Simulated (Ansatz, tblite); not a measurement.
**SiMeH3 (CH6Si): spin states and exact exchange**

Aim: set other spin states of SiMeH3 (CH6Si) against its singlet, on many levels of theory.

The runs use Ansatz 0.2.0, Gaussian basis; as each input shows.

Plan: triplet, at the geometry of the singlet (GFN1-xTB, GFN2-xTB, PBE0-D4/def2-TZVP, PBE-D4/def2-TZVP, r2SCAN-D4/def2-TZVP); the singlet's energies come from earlier runs.

**1. The geometry**

The singlet was relaxed beforehand with r2SCAN-D4/def2-TZVP.

8 atoms, charge 0, spin multiplicity 1.

Bond lengths: Si1–C2 1.871 Å, Si1–H6 1.487 Å, Si1–H7 1.487 Å, Si1–H8 1.487 Å, C2–H3 1.092 Å, C2–H4 1.092 Å, C2–H5 1.092 Å. Angles: C2–Si1–H6 110.6°, C2–Si1–H7 110.6°, C2–Si1–H8 110.6°, H6–Si1–H7 108.3°, H6–Si1–H8 108.3°, H7–Si1–H8 108.3°, Si1–C2–H3 110.8°, Si1–C2–H4 110.8°, Si1–C2–H5 110.8°, H3–C2–H4 108.1°, H3–C2–H5 108.1°, H4–C2–H5 108.1°.

**2. Triplet at the fixed geometry, GFN1-xTB**

Tight binding, by tblite at 300 K electronic temperature and without a spin-polarisation term:

```python
tblite.interface.Calculator('GFN1-xTB', numbers, positions, charge=0, uhf=2).singlepoint()
```

Energy -188.8231 eV; 0.004 s.

**3. Triplet at the fixed geometry, GFN2-xTB**

Tight binding, by tblite at 300 K electronic temperature and without a spin-polarisation term:

```python
tblite.interface.Calculator('GFN2-xTB', numbers, positions, charge=0, uhf=2).singlepoint()
```

Energy -181.3980 eV; 0.002 s.

**4. Triplet at the fixed geometry, PBE0-D4/def2-TZVP**

in.yaml

```yaml
crystal:
  periodic: [false, false, false]
  atoms:
    - {symbol: Si, position_ang: [-0.001992, 0.003007, -0.884570]}
    - {symbol: C, position_ang: [0.002253, -0.003385, 0.986233]}
    - {symbol: H, position_ang: [-1.016919, 0.037160, 1.376847]}
    - {symbol: H, position_ang: [0.549449, 0.857726, 1.376100]}
    - {symbol: H, position_ang: [0.476889, -0.909051, 1.370156]}
    - {symbol: H, position_ang: [1.388130, -0.031142, -1.411617]}
    - {symbol: H, position_ang: [-0.667703, 1.227746, -1.402433]}
    - {symbol: H, position_ang: [-0.730108, -1.182061, -1.410715]}
basis:
  gaussian: {orbitals: def2-TZVP}
magnetization: {spin_polarized: true, initial_magnetization: 2}
hamiltonian: {xc: pbe0, dispersion: d4}
scf: {omitted_lower_state_checks: [starts]}
output: {orbitals: {seedname: orbitals}}
```

Started as:

```
$ ansatz run in.yaml --threads 4 --pin off --events-out ev --progress --plain --max-ram 3916MiB
```

Output:

```text
Functional definition: PBE0
  name "PBE0"
  cite "Adamo & Barone, J. Chem. Phys. 110, 6158 (1999) doi:10.1063/1.478522"
  cite "Perdew, Burke & Ernzerhof, Phys. Rev. Lett. 77, 3865 (1996) doi:10.1103/PhysRevLett.77.3865"
  parent pbe
  parameter a = 0.25
  parameter kappa = 0.804
  parameter beta = 0.06672455060314922
  exchange = (1 - a)*pbe_x(kappa = kappa, mu = beta*pi^2/3) + a*exact_x
  correlation = pbe_c(beta = beta)
these checks for a lower state are left out or cut short: starts
712 factors; their error is unknown
mean field evaluation 1: about -8993.1190 eV, gradient 3.7e1 eV
mean field evaluation 2: about -8981.4692 eV, gradient 5.3e1 eV
mean field evaluation 4: about -8999.9564 eV, gradient 4.2e0 eV
mean field evaluation 8: about -9000.1435 eV, gradient 1.1e0 eV
mean field evaluation 16: about -9000.3152 eV, gradient 4.2e-2 eV
mean field -9000.31520823 eV, -330.7554832698 hartree, gradient 1.2e-5 eV, S^2 2.003712; 0 other end points of the search recorded, 0 dependent functions left out
reference -9000.31524578 eV, -330.7554846498 hartree; 14, 12 occupied and 90, 92 virtual orbitals, 712 factors
Total energy: -9000.39955796 eV, -330.7585830652 hartree
Checks for a lower state left out: starts
```

It took 3.4 s on 4 threads of Arm Neoverse V1, shared host.

From the report: HOMO -1.81 eV, LUMO -7.79 eV (over both spins; with the spin held, an empty level of the minority spin lies below the top filled one); ⟨S²⟩ 2.004 (pure: 2.00).

**5. Triplet at the fixed geometry, PBE-D4/def2-TZVP**

start.molden holds the orbitals of an earlier run on this state, given as this run's starting guess.

in.yaml, as its differences from that of step 4:

```diff
@@ -12,5 +12,5 @@
 basis:
-  gaussian: {orbitals: def2-TZVP}
+  gaussian: {orbitals: def2-TZVP, initial_orbitals: start.molden}
 magnetization: {spin_polarized: true, initial_magnetization: 2}
-hamiltonian: {xc: pbe0, dispersion: d4}
+hamiltonian: {xc: pbe, dispersion: d4}
 scf: {omitted_lower_state_checks: [starts]}
```

Launched as before.

Output:

```text
Functional definition: PBE
  name "PBE"
  cite "Perdew, Burke & Ernzerhof, Phys. Rev. Lett. 77, 3865 (1996) doi:10.1103/PhysRevLett.77.3865"
  parent pbe
  parameter kappa = 0.804
  parameter beta = 0.06672455060314922
  exchange = pbe_x(kappa = kappa, mu = beta*pi^2/3)
  correlation = pbe_c(beta = beta)
these checks for a lower state are left out or cut short: starts
696 factors; their error is unknown
mean field evaluation 1: about -8999.3984 eV, gradient 5.2e0 eV
mean field evaluation 2: about -8999.4670 eV, gradient 9.9e-2 eV
mean field evaluation 4: about -8999.4475 eV, gradient 9.8e-4 eV
mean field evaluation 8: about -8999.4475 eV, gradient 8.2e-5 eV
mean field -8999.44745091 eV, -330.7235937763 hartree, gradient 4.9e-6 eV, S^2 2.002498; 0 other end points of the search recorded, 0 dependent functions left out
reference -8999.44750132 eV, -330.7235956291 hartree; 14, 12 occupied and 90, 92 virtual orbitals, 696 factors
Total energy: -8999.54937524 eV, -330.7273394266 hartree
Checks for a lower state left out: starts
```

Wall time 2.1 s (4 threads of Arm Neoverse V1, shared host).

HOMO -1.29 eV, LUMO -8.80 eV (over both spins; with the spin held, an empty level of the minority spin lies below the top filled one); ⟨S²⟩ 2.002 (pure: 2.00).

**6. Triplet at the fixed geometry, r2SCAN-D4/def2-TZVP**

in.yaml, as its differences from that of step 5:

```diff
@@ -14,3 +14,3 @@
 magnetization: {spin_polarized: true, initial_magnetization: 2}
-hamiltonian: {xc: pbe, dispersion: d4}
+hamiltonian: {xc: r2scan, dispersion: d4}
 scf: {omitted_lower_state_checks: [starts]}
```

Same command.

Output:

```text
Functional definition: r2SCAN
  name "r2SCAN"
  cite "Furness, Kaplan, Ning, Perdew & Sun, J. Phys. Chem. Lett. 11, 8208 (2020) doi:10.1021/acs.jpclett.0c02405"
  cite "Furness, Kaplan, Ning, Perdew & Sun, J. Phys. Chem. Lett. 11, 9248 (2020) doi:10.1021/acs.jpclett.0c03077"
  parent r2scan
  parameter k0 = 0.174
  parameter k1 = 0.065
  parameter a1 = 4.9479
  exchange = r2scan_x(k0 = k0, k1 = k1, a1 = a1)
  correlation = r2scan_c
these checks for a lower state are left out or cut short: starts
696 factors; their error is unknown
mean field evaluation 1: about -9003.7060 eV, gradient 3.5e0 eV
mean field evaluation 2: about -9003.7336 eV, gradient 4.6e-2 eV
mean field evaluation 4: about -9003.7147 eV, gradient 8.3e-4 eV
mean field evaluation 8: about -9003.7147 eV, gradient 3.4e-5 eV
mean field -9003.71474540 eV, -330.8804139563 hartree, gradient 1.1e-5 eV, S^2 2.005473; 0 other end points of the search recorded, 0 dependent functions left out
reference -9003.71476191 eV, -330.8804145631 hartree; 14, 12 occupied and 90, 92 virtual orbitals, 696 factors
Total energy: -9003.73870920 eV, -330.8812946097 hartree
Checks for a lower state left out: starts
```

It took 4.3 s on 4 threads of Arm Neoverse V1, shared host.

HOMO -1.37 eV, LUMO -8.51 eV (over both spins; with the spin held, an empty level of the minority spin lies below the top filled one); ⟨S²⟩ 2.005 (pure: 2.00).

**7. Triplet less singlet, vertical**

The singlet's energies are those of its earlier runs, whose logs aren't repeated here.

| level | triplet less singlet, vertical (eV) | time |
| --- | --- | --- |
| GFN1-xTB | +7.200 | 0.007 s |
| GFN2-xTB | +6.871 | 0.004 s |
| PBE-D4/def2-TZVP | +7.710 | 2.6 s |
| r2SCAN-D4/def2-TZVP | +7.916 | 5.3 s |
| PBE0-D4/def2-TZVP | +8.016 | 4 s |

Times add the two runs; a level without a time comes out of a correlated run. Tight binding without a spin term can't rank spin states.

**8. Results**

```
                                                quantity                                   value
triplet less singlet, vertical, functionals in def2-TZVP  +7.710 (PBE-D4) to +8.016 eV (PBE0-D4)
```

In words: All functionals put the triplet above the singlet, over a spread of 0.306 eV. The checks for a lower triplet were left out, so another state of that spin may lie lower. These are electronic energies, without zero-point motion, entropy or surroundings.
